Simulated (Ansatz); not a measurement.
# CH₅MgN: up Jacob's ladder to CCSD(T)

One table from this session's results is given with a row withheld; the runs are named, their logs left out.

Computed with Ansatz 0.2.0, Gaussian basis. Level: functionals in def2-TZVPP, the program's frozen cores in correlated methods.

Plan: PBE-D4, r2SCAN-D4, PBE0-D4, B3LYP-D4, ωB97X-V, ωB97M-V, B2PLYP; CCSD(T)/def2-TZVPP; CCSD(T)/def2-QZVPP; extrapolation to the limit.

## The geometry

An earlier PBE0-D4 in a triple-zeta def2 set relaxation fixed the geometry.

SMILES `[CH3][Mg][NH2]`, 8 atoms, charge 0, spin multiplicity 1.

Atoms are counted from 1 here; the program's logs count them from 0.

Bond lengths: C1–Mg2 2.079 Å, C1–H4 1.094 Å, C1–H5 1.095 Å, C1–H6 1.095 Å, Mg2–N3 1.892 Å, N3–H7 1.009 Å, N3–H8 1.009 Å. Angles: Mg2–C1–H4 111.8°, Mg2–C1–H5 111.8°, Mg2–C1–H6 111.7°, H4–C1–H5 107.2°, H4–C1–H6 107.1°, H5–C1–H6 107.0°, C1–Mg2–N3 180.0°, Mg2–N3–H7 126.6°, Mg2–N3–H8 126.6°, H7–N3–H8 106.8°.

The first run:

in.yaml

```yaml
crystal:
  periodic: [false, false, false]
  atoms:
    - {symbol: C, position_ang: [-1.184983, 1.174693, -0.519601]}
    - {symbol: Mg, position_ang: [0.224712, -0.222892, 0.099720]}
    - {symbol: N, position_ang: [1.507813, -1.494624, 0.662410]}
    - {symbol: H, position_ang: [-2.057273, 1.193545, 0.141215]}
    - {symbol: H, position_ang: [-0.771370, 2.187938, -0.538098]}
    - {symbol: H, position_ang: [-1.550929, 0.959439, -1.528700]}
    - {symbol: H, position_ang: [2.065068, -1.455541, 1.503205]}
    - {symbol: H, position_ang: [1.766972, -2.342559, 0.179849]}
basis:
  gaussian: {orbitals: def2-TZVPP}
hamiltonian: {xc: pbe, dispersion: d4}
output: {forces: true, orbitals: {seedname: orbitals}}
```

Started as:

```
$ ansatz run in.yaml --threads 2 --pin off --events-out ev --progress --plain --max-ram 32768MiB --backend cpu
```

Steps of the session up to this table: PBE-D4 (GGA); r2SCAN-D4 (meta-GGA); PBE0-D4 (hybrid); B3LYP-D4 (hybrid); ωB97X-V (range-separated); ωB97M-V (range-separated); B2PLYP (double hybrid); CCSD(T) in def2-TZVPP; CCSD(T) in def2-QZVPP.

One table of the session follows, with a row left open; its other results are not shown here.

It belongs to the step «Atomisation energies». 

```
            method  atomisation energy (kcal/mol)
            PBE-D4                          612.6
         r2SCAN-D4                          605.2
           PBE0-D4                          601.8
          B3LYP-D4                          606.3
           ωB97X-V                          606.2
           ωB97M-V                              ?
            B2PLYP                          599.2
     HF/def2-TZVPP                          427.3
    MP2/def2-TZVPP                          593.1
   CCSD/def2-TZVPP                          579.6
CCSD(T)/def2-TZVPP                          587.4
           MP2/CBS                          614.6
       CCSD(T)/CBS                          608.9
```

**Question.** Estimate the row for ωB97M-V.

The run gave: atomisation energy (kcal/mol): 604.3. In the column «atomisation energy (kcal/mol)» it lies between PBE0-D4 (601.8) and r2SCAN-D4 (605.2).

To keep in mind: Free atoms (1 C, 1 Mg, 1 N, 5 H) were run apart at each level; the atomisation energy is their sum less the molecule, without zero-point or spin-orbit terms.
